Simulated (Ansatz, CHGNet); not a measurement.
C axis length (Å) of solids drawn from the class of tetrahedrally bonded semiconductors and semimetals, at two levels: the machine-learned potential CHGNet 0.3.0 (trained on PBE and PBE+U data), and r²SCAN in Ansatz (PAW).

```
solid                              CHGNet 0.3.0  r²SCAN  shift (%)
---------------------------------  ------------  ------  ---------
wurtzite CdS                              6.918   6.766      -2.20
wurtzite CdSe                             7.218   7.078      -1.94
wurtzite BN (high-pressure phase)         4.216   4.208      -0.19
wurtzite GaN                              5.207   5.184      -0.44
wurtzite AlN                              5.009   4.978      -0.62
2H-SiC                                    5.075   5.048      -0.53
wurtzite ZnO                              5.283   5.211      -1.36
```

The shifts run from -2.20 % to -0.19 %, with a median of -0.62 %.

Over all 7 rows r²SCAN is the larger in 0.

Ansatz's runs of these crystals have no spin polarisation.

Ansatz's density-functional and Hartree–Fock values are scalar-relativistic unless marked +SOC, with PAW data made under PBE.

Ansatz is a program for electronic structure.
